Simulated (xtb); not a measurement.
**GFN1-xTB run of C2H2FNO2 (SMILES OC1(O)N=C1F)**

We compute a geometry optimisation of C2H2FNO2. 

The results are computed with xtb 6.7.1 later snapshot.

1 further run of the same task is left out (set aside as unsound or not needed).

### Step 1. The system as given

C2H2FNO2: 8 atoms, total charge 0, spin state singlet. SMILES: `OC1(O)N=C1F`. All atoms were displaced at random from a relaxed shape. The run starts from this shape.

Bond lengths: O1–C2 1.295 Å, C2–O3 1.293 Å, C2–C5 1.586 Å, N4–C5 1.324 Å, C5–F6 1.307 Å, O1–H7 0.889 Å, O3–H8 0.929 Å. Angles: O1–C2–O3 120.1°, O1–C2–C5 118.6°, O3–C2–C5 118.4°, C2–C5–N4 68.5°, C2–C5–F6 142.0°, N4–C5–F6 148.7°, C2–O1–H7 115.4°, C2–O3–H8 109.3°. A long bond or contact: C2–N4 1.653 Å.

### Step 2. A geometry optimisation at GFN1-xTB

input.inp reads:

```
$opt
   engine=rf
$end
```

mol.xyz reads:

```xyz
8

O      1.386660    -0.104900     0.320330
C      0.102030    -0.154770     0.167570
O     -0.579780    -1.105920     0.716220
N     -0.453810     0.355630    -1.302670
C     -0.660660     1.163140    -0.274350
F     -1.240700     2.229410     0.209670
H      1.849160    -0.714860    -0.132160
H     -0.395560    -1.905750     0.281580
```

Launch:

```bash
xtb mol.xyz -o normal --input input.inp --gfn 1 | tee run.log
```

Q: Predict the results. Wanted: total energy at the end; dipole moment; HOMO energy; LUMO energy; HOMO–LUMO gap; dispersion energy.

Computed results:

At GFN1-xTB:

| quantity | value |
| --- | --- |
| total energy at the end | -22.95137 Eh |
| dipole moment | 3.39 D |
| HOMO energy | -12.16 eV |
| LUMO energy | -7.87 eV |
| HOMO–LUMO gap | 4.29 eV |
| dispersion energy | -5.41 kJ/mol |

**Reading.** At the final geometry: Bond lengths: O1–C2 1.371 Å, C2–O3 1.371 Å, C2–N4 1.530 Å, C2–C5 1.429 Å, N4–C5 1.254 Å, C5–F6 1.296 Å, O1–H7 0.967 Å, O3–H8 0.967 Å. Some angles: O1–C2–O3 116.3°, O1–C2–N4 116.3°, O1–C2–C5 120.3°, O3–C2–N4 116.3°, O3–C2–C5 120.2°, N4–C2–C5 50.0°, C2–N4–C5 60.8°, C2–C5–N4 69.2°, C2–C5–F6 148.9°, N4–C5–F6 141.9°. The optimisation took 11 steps and changed the energy by -1.047 eV.
